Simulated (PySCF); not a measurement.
Work out the structure from these simulated measurements.

Elements present: H and Si. Monoisotopic mass: 62.0008 u.

| Property | Result |
| --- | --- |
| UV, first state | lowest singlet excitation: 7.66 eV (162 nm, f = 0.042 summed over 2 states within 0.01 eV) [TDDFT PBE0/def2-SVPD] |
| Triplet | lowest triplet excitation (Tamm–Dancoff): 6.59 eV [TDA PBE0/def2-SVPD] |
| XPS | Si2p3/2 106.6 (×2), Si1s 1846.3 (×2) eV [ΔSCF SCAN, pcX-2 on the ionised atom, pcseg-1 elsewhere, spin-free X2C, 2p3/2 from a spin–orbit splitting computed afterwards within the 2p shell] |
| Polarisability | 60.1 au [PBE0/def2-SVPD] |
| Dipole | 0.00 D by symmetry (numerical residue 0.01 D) [PBE0/def2-SVPD] |
| UV, strongest line | among the 8 lowest singlet transitions: S4 at 8.10 eV (153 nm, f = 0.308) [TDDFT PBE0/def2-SVPD] |
| Rotational structure | rotational constants A, B, C: 45.568, 5.177, 5.176 GHz [GFN2-xTB] |

Gas-phase values; electronic properties from PySCF, density fitting. Levels stand in brackets. Geometry: GFN2-xTB; no solvent, vibrations or thermal averaging.

Question: Which formula fits the mass and the elements?

Answer: Si2H6 (calculated 62.0008). No other formula that holds each of these elements comes within 0.0003 u with a fitting electron parity and a possible valence count.

Question: Give a SMILES that accounts for the data.

Answer: Its formula, Si2H6, gives 0 degrees of unsaturation, so no ring and no π bond. The core levels belong to: Si2p3/2 106.6 eV, SiH3 silicon; Si1s 1846.3 eV, SiH3 silicon. The vanishing dipole is forced by symmetry. The optimised geometry has point group D3d and is a prolate symmetric top (the spread among constants that symmetry makes equal is optimisation noise). Structure: disilane (`[SiH3][SiH3]`).
